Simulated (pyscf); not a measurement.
Structures and frequencies: ωB97X-D3(BJ)/def2-SVP in PySCF.

Question: How much does it cost (ΔH, 298 K, ωB97M-D3(BJ)/def2-TZVP) to split H₃Si–SiH(SiH₃)–SiH₂–PH₂ at its H–Si bond into H₃Si–Si•(SiH₃)–SiH₂–PH₂ + H•?

Answer: H–Si to H₃Si–Si•(SiH₃)–SiH₂–PH₂ + H•: 84.4 kcal/mol. The 7 functionals that were run give +78.4 (PBE) to +84.4 kcal/mol (ωB97M-D3(BJ)). Other isomers of H₃Si–Si•(SiH₃)–SiH₂–PH₂ were not searched in full and may lie lower.
